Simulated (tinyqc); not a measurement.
Pariser-Parr-Pople SCF with singles CI, for the molecule Fc1ccns1 (SMILES; centres numbered as the heavy atoms are written), step by step. One step of it, computed by the program tinyqc.

Task: Iteration 1: Fock matrix. F_rr = H_rr + P_rr gamma_rr / 2 + sum_(s != r) P_ss gamma_rs; F_rs = H_rs - P_rs gamma_rs / 2; E = tr P (H + F) / 2 + core repulsion sum_(r<s) z_r z_s gamma_rs.

P at the start:
```
,1F,2C,3C,4C,5N,6S
1F,1.759119,0.460782,-0.301812,0.071522,0.134606,-0.311598
2C,0.460782,1.115901,0.605813,-0.182605,-0.214241,0.572707
3C,-0.301812,0.605813,1.317591,0.578862,-0.293422,-0.140920
4C,0.071522,-0.182605,0.578862,1.192041,0.703063,-0.308677
5N,0.134606,-0.214241,-0.293422,0.703063,1.223017,0.553038
6S,-0.311598,0.572707,-0.140920,-0.308677,0.553038,1.392330
```

core matrix H (eV):
```
,1F,2C,3C,4C,5N,6S
1F,-71.805705,-2.100000,0.000000,0.000000,0.000000,0.000000
2C,-2.100000,-62.859657,-2.390000,0.000000,0.000000,-2.020000
3C,0.000000,-2.390000,-53.977707,-2.390000,0.000000,0.000000
4C,0.000000,0.000000,-2.390000,-50.935627,-2.510000,0.000000
5N,0.000000,0.000000,0.000000,-2.510000,-56.705630,-2.020000
6S,0.000000,-2.020000,0.000000,0.000000,-2.020000,-59.996821
```

repulsion gamma_rs (eV):
```
,1F,2C,3C,4C,5N,6S
1F,21.400000,8.693146,5.438981,3.861633,3.869081,5.471433
2C,8.693146,11.130000,7.552804,5.520570,5.587911,7.826040
3C,5.438981,7.552804,11.130000,7.554850,5.587182,5.622455
4C,3.861633,5.520570,7.554850,11.130000,7.729197,5.623872
5N,3.869081,5.587911,5.587182,7.729197,12.300000,7.981589
6S,5.471433,7.826040,5.622455,5.623872,7.981589,13.000000
```

Centres (angstrom, eV; a flat drawing with bonds scaled to 1.40 angstrom):
```
centre,x,y,core charge z,W,gamma_rr
1F,2.159000,0.000000,2,39.000000,21.400000
2C,0.759000,0.000000,1,11.160000,11.130000
3C,-0.064000,1.133000,1,11.160000,11.130000
4C,-1.395000,0.700000,1,11.160000,11.130000
5N,-1.395000,-0.700000,1,14.100000,12.300000
6S,-0.064000,-1.133000,2,22.000000,13.000000
```

Give: F; pi energy.

Result:

F (eV):
```
,1F,2C,3C,4C,5N,6S
1F,-19.163,-4.103,0.821,-0.138,-0.260,0.852
2C,-4.103,-7.095,-4.678,0.504,0.599,-4.261
3C,0.821,-4.678,-4.982,-4.577,0.820,0.396
4C,-0.138,0.504,-4.577,-4.111,-5.227,0.868
5N,-0.260,0.599,0.820,-5.227,-8.454,-4.227
6S,0.852,-4.261,0.396,0.868,-4.227,-8.715
```

pi energy = -144.131 eV
